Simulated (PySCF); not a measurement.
PySCF input (BP86/def2-SVP):

```python
from pyscf import gto, dft

mol = gto.M(
    atom='''
    C    -0.18304254    0.00476490    0.95552267
    Cl    0.02009756    1.53307264   -0.21289176
    Cl   -0.00577673   -1.53459387   -0.20255081
    H     0.85480124   -0.00272854    1.32938764
    ''',
    basis='def2-svp',
    charge=-1,
    spin=0,
    verbose=4,
)

mf = dft.RKS(mol, xc='bp86')
mf.grids.level = 3
mf.conv_tol = 1e-9
mf.max_cycle = 100
mf.max_memory = 1500
mf.kernel()
if not mf.converged:
    mf = mf.newton()
    mf.kernel(mf.make_rdm1())
mf.dip_moment()
```

Output:

```
PySCF version 2.14.0

[INPUT] verbose = 4
[INPUT] num. atoms = 4
[INPUT] num. electrons = 42
[INPUT] charge = -1
[INPUT] spin (= nelec alpha-beta = 2S) = 0
[INPUT] symmetry False subgroup None
[INPUT] Mole.unit = angstrom
[INPUT] Symbol           X                Y                Z      unit          X                Y                Z       unit  Magmom
[INPUT]  1 C     -0.183042540000   0.004764900000   0.955522670000 AA   -0.345900269745   0.009004356011   1.805676152113 Bohr   0.0
[INPUT]  2 Cl     0.020097560000   1.533072640000  -0.212891760000 AA    0.037978884172   2.897087418664  -0.402307120577 Bohr   0.0
[INPUT]  3 Cl    -0.005776730000  -1.534593870000  -0.202550810000 AA   -0.010916437596  -2.899962126736  -0.382765557209 Bohr   0.0
[INPUT]  4 H      0.854801240000  -0.002728540000   1.329387640000 AA    1.615340234539  -0.005156193320   2.512178552982 Bohr   0.0

nuclear repulsion = 116.251747895549
number of shells = 25
number of NR pGTOs = 103
number of NR cGTOs = 55
basis = def2-svp
ecp = {}

******** <class 'pyscf.dft.rks.RKS'> ********
method = RKS
initial guess = minao
damping factor = 0
level_shift factor = 0
DIIS = <class 'pyscf.scf.diis.CDIIS'>
diis_start_cycle = 1
diis_space = 8
diis_damp = 0
SCF conv_tol = 1e-09
SCF conv_tol_grad = None
SCF max_cycles = 100
direct_scf = True
direct_scf_tol = 1e-13
XC library pyscf.dft.libxc version 7.1.2
    S. Lehtola, C. Steigemann, M. J. T. Oliveira, and M. A. L. Marques,  SoftwareX 7, 1–5 (2018)
XC functionals = bp86
    A. D. Becke,  Phys. Rev. A 38, 3098 (1988)
    J. P. Perdew,  Phys. Rev. B 33, 8822 (1986)
    J. P. Perdew,  Phys. Rev. B 34, 7406–7406 (1986)
radial grids:
    Treutler-Ahlrichs [JCP 102, 346 (1995); DOI:10.1063/1.469408] (M4) radial grids

becke partition: Becke, JCP 88, 2547 (1988); DOI:10.1063/1.454033
pruning grids: <function nwchem_prune>
grids dens level: 3
symmetrized grids: False
atomic radii adjust function: <function treutler_atomic_radii_adjust>
small_rho_cutoff = 0
Set gradient conv threshold to 3.16228e-05
Initial guess from minao.
tot grids = 61688
init E= -958.72449475256
  HOMO = -0.233035687276018  LUMO = -0.0757981207632401  gap/eV = 4.27865
cycle= 1 E= -958.806932997198  delta_E= -0.0824  |g|= 0.332  |ddm|=    2
  HOMO = 0.0966830767484628  LUMO = 0.21629773939059  gap/eV = 3.25488
cycle= 2 E= -958.815677999894  delta_E= -0.00875  |g|= 0.298  |ddm|= 0.99
  HOMO = 0.07298636308201  LUMO = 0.191759776729815  gap/eV = 3.23199
cycle= 3 E= -958.835136587524  delta_E= -0.0195  |g|= 0.0935  |ddm|= 0.512
  HOMO = 0.0591497732056836  LUMO = 0.182999200653839  gap/eV = 3.37011
cycle= 4 E= -958.83767005259  delta_E= -0.00253  |g|= 0.0398  |ddm|= 0.207
  HOMO = 0.062066809949735  LUMO = 0.186656810221504  gap/eV = 3.39027
cycle= 5 E= -958.838107421234  delta_E= -0.000437  |g|= 0.00745  |ddm|= 0.0564
  HOMO = 0.0617172595221169  LUMO = 0.186023855602256  gap/eV = 3.38255
cycle= 6 E= -958.838126280962  delta_E= -1.89e-05  |g|= 0.000718  |ddm|= 0.0148
  HOMO = 0.0617381498550857  LUMO = 0.185973542822128  gap/eV = 3.38062
cycle= 7 E= -958.838126400103  delta_E= -1.19e-07  |g|= 0.000124  |ddm|= 0.0011
  HOMO = 0.0617386127491195  LUMO = 0.185968814012278  gap/eV = 3.38048
cycle= 8 E= -958.838126421671  delta_E= -2.16e-08  |g|= 2.49e-05  |ddm|= 0.000223
  HOMO = 0.0617365126883347  LUMO = 0.185968203309458  gap/eV = 3.38052
cycle= 9 E= -958.838126421862  delta_E= -1.91e-10  |g|= 4.63e-06  |ddm|= 4.72e-05
  HOMO = 0.0617356216141092  LUMO = 0.18596716015797  gap/eV = 3.38051
Extra cycle  E= -958.838126421858  delta_E= 3.41e-12  |g|= 5.31e-06  |ddm|= 1.35e-05
converged SCF energy = -958.838126421858

WARN: System has nonzero charge -1; the dipole moment is origin-dependent.
Location of origin: [0. 0. 0.]

Dipole moment(X, Y, Z, Debye):  1.46060, -0.01667, -1.28943
```

The dipole moment of an ion depends on the origin.
